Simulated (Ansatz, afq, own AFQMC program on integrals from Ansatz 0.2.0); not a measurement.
Atomization energy of GeH2, singlet

```xyz
3

Ge    0.0000   -0.0303    0.0000
H     0.0000    1.0906   -1.1335
H     0.0000    1.0906    1.1335
```

Atoms in their ground-state spins without spin–orbit coupling (mostly on UHF) minus the molecule (RHF), without zero-point energy. The geometry is a stationary point, not shown to be a minimum.

Basis cc-pVTZ. Noble-gas cores (and the filled d shells of Ga–Kr and In–Xe) are frozen. AFQMC by an in-house program on the Cholesky factors that Ansatz 0.2.0 writes for its CCSD(T) run. The CISD trial takes its coefficients from CCSD amplitudes. Released means that phaseless walkers are propagated on without the constraint, phases kept. Error bars are statistical, one sigma. No spin–orbit coupling. The errors of all members are added in quadrature.

No full CI on the walks' own integrals is used here; CCSDT(Q) serves as the reference and is uncertain by about the last step of the cluster series. Each member takes its own surest rung, up to full CI.

The best estimate is CCSD(T) at the basis-set limit (CBS: def2-TZVPP and def2-QZVPP, with their diffuse functions for anions and beside diffuse sets, CCSD(T) itself extrapolated) plus the step from CCSD(T) to CCSDT(Q) in cc-pVTZ. Rows without CBS are in cc-pVTZ; B2PLYP and the wave-function rows carry a basis error of their own. Core correlation and relativity beyond core potentials are missing, and ± holds the sampling alone.

Cautions: inner d shell frozen; no relativity below Rb; no spin-orbit coupling; GeH₂ (singlet): restricted determinant unstable towards unrestricted (UHF 35 meV lower, ⟨S²⟩ 0.26); other spins of the molecule weren't checked.

Best estimate: 592.9 kJ/mol.

```csv
level,atomization energy (kJ/mol),error against the best estimate (kJ/mol)
HF,407.0,-185.9
MP2,547.0,-45.9
CCSD,573.7,-19.2
CCSD(T),577.3,-15.6
CCSDT,577.7,-15.2
CCSDT(Q),577.9,-15.0
ph-AFQMC/CISD,579.3 ± 0.7,-13.6 ± 0.7
released AFQMC,579.9 ± 0.9,-13.0 ± 0.9
HF/CBS,408.9,-183.9
MP2/CBS,564.4,-28.5
CCSD(T)/CBS,592.4,-0.5
PBE,577.6,-15.3
r2SCAN,583.8,-9.1
PBE0,571.5,-21.4
B3LYP,595.3,2.4
wB97M-V,590.9,-2.0
B2PLYP,582.2,-10.6
```

Correlation beyond CCSD(T) adds 0.5 kJ/mol. Going to the basis-set limit adds 15.0 kJ/mol at CCSD(T). The perturbative (T) step is worth +3.7 kJ/mol.

Best estimates are given only where the step beyond CCSD(T) is under 0.3 eV and no member's determinant is very poor (T1 over 0.05, or 0.07 for open shells, ⟨S²⟩ too high by 0.3, two states mixed), so the hardest cases are missing from such tables.

The functionals ran in a triple-zeta set and keep a basis error of their own, a few kJ/mol for each bond in atomization energies and more for double hybrids, so close places among them and the extrapolated levels can swap.

CCSDT and higher add their correlation energy to the determinant of the CCSD(T) run, since their own runs factorise the integrals more tightly (a shift of under 2 meV). Each member of a difference takes its own highest rung, so a best estimate needn't equal the limit plus the step of one row. A walk keeps the symmetry of its determinant, which the program's search chose and which needn't be the lowest solution, so a lower state of the same spin and another symmetry isn't excluded. Released energies are given only where the last usable release times agree within the noise; a slower fall can still hide under it.
